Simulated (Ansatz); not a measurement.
```yaml
crystal:
  periodic: [false, false, false]
  atoms:
    - {symbol: C, position_ang: [-0.237844, -0.617298, 1.762213]}
    - {symbol: C, position_ang: [0.051847, -0.104053, -0.188911]}
    - {symbol: C, position_ang: [1.218741, 0.169337, -0.311116]}
    - {symbol: S, position_ang: [0.908243, 0.819512, -1.948499]}
    - {symbol: C, position_ang: [-0.996242, 0.473385, -1.697209]}
    - {symbol: N, position_ang: [-1.210953, 0.434731, -0.557845]}
    - {symbol: H, position_ang: [0.889229, -0.997823, 1.848445]}
    - {symbol: H, position_ang: [-0.623591, -1.620682, 1.251434]}
    - {symbol: H, position_ang: [-0.654429, -0.048916, 2.286083]}
    - {symbol: H, position_ang: [2.200037, -0.159857, -0.259273]}
    - {symbol: H, position_ang: [-1.554734, 1.336516, -2.122680]}
basis:
  gaussian: {orbitals: cc-pVTZ-DK, point_charges: [{charge: 2.00, position_ang: [5.832, 0.386, -0.110]}]}
magnetization: {spin_polarized: true, initial_magnetization: 0}
hamiltonian: {xc: {name: revPBE0}, pseudopotentials: {relativity: scalar}}
output: {forces: true}
```

```sh
$ ansatz run in.yaml --threads 4 --pin off --events-out ev --progress --plain --max-ram 10444MiB
```

It prints (some lines left out):

```
Functional definition: revPBE0
1460 factors; their error is unknown
mean field evaluation 1: about -16564.9261 eV, gradient 4.8e1 eV
mean field evaluation 2: about -16543.1851 eV, gradient 7.6e1 eV
mean field evaluation 4: about -16575.0640 eV, gradient 7.7e0 eV
mean field evaluation 8: about -16575.3237 eV, gradient 3.3e-1 eV
mean field evaluation 16: about -16575.3269 eV, gradient 7.1e-4 eV
mean field -16575.32685743 eV, -609.1320268505 hartree, gradient 7.7e-5 eV, S^2 0.000000; 0 other end points of the search recorded, 0 dependent functions left out
reference -16575.32689189 eV, -609.1320281167 hartree; 26, 26 occupied and 228, 228 virtual orbitals, 1460 factors
Total energy: -16575.32689189 eV, -609.1320281167 hartree
Relativity: scalar
Atom 0 at    -0.237844    -0.617298     1.762213 Å, force     9.807101   -13.425910   -13.598450 eV/Å
Atom 1 at     0.051847    -0.104053    -0.188911 Å, force   -10.750172    -2.883629    13.798227 eV/Å
Atom 2 at     1.218741     0.169337    -0.311116 Å, force     5.295539     3.081319    -5.602799 eV/Å
Atom 3 at     0.908243     0.819512    -1.948499 Å, force     0.407223     0.781790    -3.747659 eV/Å
Atom 4 at    -0.996242     0.473385    -1.697209 Å, force     2.198673     6.471980   -11.202110 eV/Å
Atom 5 at    -1.210953     0.434731    -0.557845 Å, force     1.255583    -4.309685     9.735720 eV/Å
Atom 6 at     0.889229    -0.997823     1.848445 Å, force    -2.377762     1.445113     1.012449 eV/Å
Atom 7 at    -0.623591    -1.620682     1.251434 Å, force    -0.398606     2.207320     2.385351 eV/Å
Atom 8 at    -0.654429    -0.048916     2.286083 Å, force    -6.487361     8.673862     7.868726 eV/Å
Atom 9 at     2.200037    -0.159857    -0.259273 Å, force     1.261108    -0.837772     1.234714 eV/Å
Atom 10 at    -1.554734     1.336516    -2.122680 Å, force    -0.150140    -1.238234    -1.845810 eV/Å
Dipole moment:    -0.511372    -0.013482    -0.042554 e Å
```

Hardware: 4 threads of an Intel Xeon 6975P-C on a shared host. Wall time 4.1 s, peak host memory 0.94 GiB.
